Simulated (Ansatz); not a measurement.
# N2H3 (SMILES [NH]N) at UPBE/STO-3G

Aim: the vertical ionisation energy of N2H3 at UPBE/STO-3G, from 2 runs. 

Program for the calculation: Ansatz 0.2.0.

34 further runs of the same task are left out: 34 set aside as unsound or not needed.

### 1 The molecule

N2H3 has 5 atoms, charge 0, and is taken as a doublet. SMILES: `[NH]N`. The shape is that of a GFN2-xTB optimisation. This is one conformer, not always the lowest.

Bond lengths: N1–N2 1.335 Å, N1–H3 1.020 Å, N2–H4 1.011 Å, N2–H5 1.017 Å. Angles: N1–N2–H4 112.8°, N1–N2–H5 121.7°, N2–N1–H3 109.8°, H4–N2–H5 116.1°.

### 2 A single-point energy at UPBE/STO-3G

File job.yaml:

```yaml
basis:
  gaussian:
    orbitals: STO-3G
crystal:
  periodic: [false, false, false]
  atoms:
    - {symbol: "N", position_ang: [-0.174970, -0.805480, 0.447260]}
    - {symbol: N, position_ang: [-0.126270, 0.251970, -0.365880]}
    - {symbol: H, position_ang: [0.751750, -0.989150, 0.831090]}
    - {symbol: H, position_ang: [-1.043070, 0.577800, -0.638700]}
    - {symbol: H, position_ang: [0.592550, 0.964850, -0.273770]}
magnetization:
  spin_polarized: true
  initial_magnetization: 1
hamiltonian:
  xc: pbe
accuracy: high
```

Started as:

```console
$ ansatz run job.yaml --threads 1 --pin off --max-ram 2610MiB --events-out events.jsonl --progress --plain --runs-dir runs
```

What it wrote:

```text
Warning: RAYON_NUM_THREADS=1 ignored (pool sized by the plan → 1); use --threads N
Functional definition: PBE
  name "PBE"
  parameter kappa = 0.804
  parameter beta = 0.06672455060314922
  exchange = pbe_x(kappa = kappa, mu = beta*pi^2/3)
  correlation = pbe_c(beta = beta)
209 factors; integrals over basis functions are off by at most 1.2e-8 eV
mean field evaluation 1: about -2981.6652 eV, gradient 1.1e1 eV
mean field evaluation 2: about -2980.8553 eV, gradient 1.7e1 eV
mean field evaluation 4: about -2982.6040 eV, gradient 6.4e-1 eV
mean field evaluation 8: about -2982.5691 eV, gradient 3.1e-3 eV
mean field evaluation 16: about -2982.5691 eV, gradient 8.9e-8 eV
mean field -2982.56911655 eV, -109.6073933754 hartree, gradient 9.8e-8 eV, S^2 0.750870; 0 other end points of the search recorded, 0 dependent functions left out
reference -2982.56911829 eV, -109.6073934391 hartree; 9, 8 occupied and 4, 5 virtual orbitals, 209 factors
Total energy: -2982.56911829 eV, -109.6073934391 hartree
```

It took 1.1 s on 1 thread of Arm Neoverse V1, shared host; peak memory 0.11 GiB.

### 3 The singlet cation at the same level

File run.yaml:

```yaml
crystal:
  periodic: [false, false, false]
  atoms:
    - {symbol: "N", position_ang: [-0.174970, -0.805480, 0.447260]}
    - {symbol: "N", position_ang: [-0.126270, 0.251970, -0.365880]}
    - {symbol: H, position_ang: [0.751750, -0.989150, 0.831090]}
    - {symbol: H, position_ang: [-1.043070, 0.577800, -0.638700]}
    - {symbol: H, position_ang: [0.592550, 0.964850, -0.273770]}
basis:
  gaussian:
    orbitals: STO-3G
total_charge: 1
hamiltonian:
  xc: pbe
accuracy: high
```

Started as:

```console
$ ansatz run run.yaml --threads 1 --pin off --max-ram 2610MiB --events-out events.jsonl --progress --plain --runs-dir runs
```

What it wrote (excerpt; [...] marks lines left out):

```text
Warning: RAYON_NUM_THREADS=1 ignored (pool sized by the plan → 1); use --threads N
[... 6 set-up lines as earlier in the session ...]
209 factors; integrals over basis functions are off by at most 1.2e-8 eV
mean field evaluation 1: about -2975.8281 eV, gradient 1.4e1 eV
mean field evaluation 2: about -2975.7444 eV, gradient 1.5e1 eV
mean field evaluation 4: about -2976.5113 eV, gradient 2.7e-1 eV
mean field evaluation 8: about -2976.4570 eV, gradient 4.9e-2 eV
mean field evaluation 16: about -2976.4570 eV, gradient 1.0e-7 eV
mean field -2976.45701064 eV, -109.3827776259 hartree, gradient 2.0e-8 eV, S^2 0.000000; 0 other end points of the search recorded, 0 dependent functions left out
reference -2976.45701229 eV, -109.3827776868 hartree; 8, 8 occupied and 5, 5 virtual orbitals, 209 factors
Total energy: -2976.45701229 eV, -109.3827776868 hartree
```

Wall time 0.66 s (1 thread of Arm Neoverse V1, shared host).

### 4 What came out

Level: UPBE/STO-3G.

| quantity | value |
| --- | --- |
| doublet N2H3: total energy | -109.60739 Eh |
| doublet N2H3: ⟨S²⟩ | 0.751 |
| singlet cation: total energy | -109.38278 Eh |
| vertical ionisation energy (to the singlet cation) | 6.112 eV |

In words: Removing an electron at fixed nuclei costs 6.11 eV (141 kcal/mol). Only the singlet of the ionised species was computed; a triplet could lie lower. In a minimal basis such a difference can be off by several eV, whatever the method.
